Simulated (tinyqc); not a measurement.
Hueckel theory of the pi electrons with the omega technique, for the molecule c1cc[cH-]c1 (SMILES; centres numbered as the heavy atoms are written), step by step. Computed by tinyqc, a small Python program that keeps every step. Settings: charge = -1, omega = 1.4, damping = 0.5. Command: `OMP_NUM_THREADS=1 python tinyqc.py 23013 23014 out.jsonl` (the two numbers bound the seeds that draw the settings). One thread of a shared host (Intel(R) Xeon(R) Processor @ 2.60GHz), about 0.01 s of CPU time with the checks.

## The Hueckel matrix

Centres:
```
centre  z_r, pi electrons of the neutral centre       h
1C                                            1  0.0000
2C                                            1  0.0000
3C                                            1  0.0000
4C                                            1  0.0000
5C                                            1  0.0000
```

Bonds:
```
i  j  k
1  2  1
2  3  1
3  4  1
4  5  1
5  1  1
```

H_rr = alpha + h_r beta, H_rs = k_rs beta for bonded centres.

Hueckel matrix in units of beta (H = alpha + beta A):
```
        1C      2C      3C      4C      5C
1C  0.0000  1.0000  0.0000  0.0000  1.0000
2C  1.0000  0.0000  1.0000  0.0000  0.0000
3C  0.0000  1.0000  0.0000  1.0000  0.0000
4C  0.0000  0.0000  1.0000  0.0000  1.0000
5C  1.0000  0.0000  0.0000  1.0000  0.0000
```

## Orbitals, round 1

pi electrons, sum of z_r less the charge = 6

Diagonalise; E = alpha + x beta with beta < 0, so the largest x are filled first; degenerate levels share their electrons. P = sum n_i c_ri c_si; each orbital has its largest coefficient positive (the first on a tie).

x values: 2.0000  0.6180  0.6180  -1.6180  -1.6180

occupations: 2.0000  2.0000  2.0000  0.0000  0.0000

coefficients:
```
       MO1      MO2      MO3      MO4      MO5
1C  0.4472   0.1134   0.6222   0.0000   0.6325
2C  0.4472  -0.5567   0.3001  -0.3717  -0.5117
3C  0.4472  -0.4575  -0.4367   0.6015   0.1954
4C  0.4472   0.2740  -0.5700  -0.6015   0.1954
5C  0.4472   0.6268   0.0844   0.3717  -0.5117
```

charge and bond-order matrix P:
```
         1C       2C       3C       4C       5C
1C   1.2000   0.6472  -0.2472  -0.2472   0.6472
2C   0.6472   1.2000   0.6472  -0.2472  -0.2472
3C  -0.2472   0.6472   1.2000   0.6472  -0.2472
4C  -0.2472  -0.2472   0.6472   1.2000   0.6472
5C   0.6472  -0.2472  -0.2472   0.6472   1.2000
```

Within a degenerate level the vectors are fixed only up to a rotation; this is one choice.

## Omega technique, round 1

h_r = h_r(0) + omega q_r, omega = 1.4, with q_r = z_r - P_rr; 0.5 of the old diagonal is kept.

matrix after round 1:
```
         1C       2C       3C       4C       5C
1C  -0.1400   1.0000   0.0000   0.0000   1.0000
2C   1.0000  -0.1400   1.0000   0.0000   0.0000
3C   0.0000   1.0000  -0.1400   1.0000   0.0000
4C   0.0000   0.0000   1.0000  -0.1400   1.0000
5C   1.0000   0.0000   0.0000   1.0000  -0.1400
```

## Orbitals, round 2

As before.

x values: 1.8600  0.4780  0.4780  -1.7580  -1.7580

occupations: 2.0000  2.0000  2.0000  0.0000  0.0000

coefficients:
```
       MO1      MO2      MO3      MO4      MO5
1C  0.4472   0.6307   0.0465   0.6325   0.0000
2C  0.4472   0.2391  -0.5855  -0.5117  -0.3717
3C  0.4472  -0.4829  -0.4084   0.1954   0.6015
4C  0.4472  -0.5376   0.3331   0.1954  -0.6015
5C  0.4472   0.1507   0.6142  -0.5117   0.3717
```

charge and bond-order matrix P:
```
         1C       2C       3C       4C       5C
1C   1.2000   0.6472  -0.2472  -0.2472   0.6472
2C   0.6472   1.2000   0.6472  -0.2472  -0.2472
3C  -0.2472   0.6472   1.2000   0.6472  -0.2472
4C  -0.2472  -0.2472   0.6472   1.2000   0.6472
5C   0.6472  -0.2472  -0.2472   0.6472   1.2000
```

Within a degenerate level the vectors are fixed only up to a rotation; this is one choice.

## Omega technique, round 2

As before.

matrix after round 2:
```
         1C       2C       3C       4C       5C
1C  -0.2100   1.0000   0.0000   0.0000   1.0000
2C   1.0000  -0.2100   1.0000   0.0000   0.0000
3C   0.0000   1.0000  -0.2100   1.0000   0.0000
4C   0.0000   0.0000   1.0000  -0.2100   1.0000
5C   1.0000   0.0000   0.0000   1.0000  -0.2100
```

## Convergence

Each round sets h_r = h_r(0) + omega (z_r - P_rr), keeping the share named as damping of the old diagonal; repeat until output and input diagonals agree to 1e-6.

Rounds:
```
round  sum n x  largest |h(out) - h(in)|
1       6.4721                  2.80e-01
2       5.6321                  1.40e-01
3       5.2121                  7.00e-02
4       5.0021                  3.50e-02
5       4.8971                  1.75e-02
6       4.8446                  8.75e-03
7       4.8184                  4.38e-03
8       4.8053                  2.19e-03
9       4.7987                  1.09e-03
10      4.7954                  5.47e-04
11      4.7938                  2.73e-04
12      4.7930                  1.37e-04
13      4.7925                  6.84e-05
14      4.7923                  3.42e-05
15      4.7922                  1.71e-05
16      4.7922                  8.54e-06
17      4.7922                  4.27e-06
18      4.7921                  2.14e-06
19      4.7921                  1.07e-06
20      4.7921                  5.34e-07
```

Converged in 20 rounds.

## Energy, charges, bond orders

final x values: 1.7200  0.3380  0.3380  -1.8980  -1.8980

occupations: 2.0000  2.0000  2.0000  0.0000  0.0000

final P:
```
         1C       2C       3C       4C       5C
1C   1.2000   0.6472  -0.2472  -0.2472   0.6472
2C   0.6472   1.2000   0.6472  -0.2472  -0.2472
3C  -0.2472   0.6472   1.2000   0.6472  -0.2472
4C  -0.2472  -0.2472   0.6472   1.2000   0.6472
5C   0.6472  -0.2472  -0.2472   0.6472   1.2000
```

E = sum n x; q_r = z_r - P_rr; bond order p = P_rs; free valence = sqrt(3) - sum of p over the bonds of the atom.

pi energy = 6 alpha + this times beta = 4.7921

pi charges: 1C -0.2000, 2C -0.2000, 3C -0.2000, 4C -0.2000, 5C -0.2000

Bond orders and lengths from R = 1.517 - 0.180 p (angstrom, C-C alone):
```
bond       p       R
1-2   0.6472  1.4005
2-3   0.6472  1.4005
3-4   0.6472  1.4005
4-5   0.6472  1.4005
5-1   0.6472  1.4005
```

free valence of the carbons: 1C 0.4376, 2C 0.4376, 3C 0.4376, 4C 0.4376, 5C 0.4376

gap between the highest filled and the next level = 2.2361 |beta|
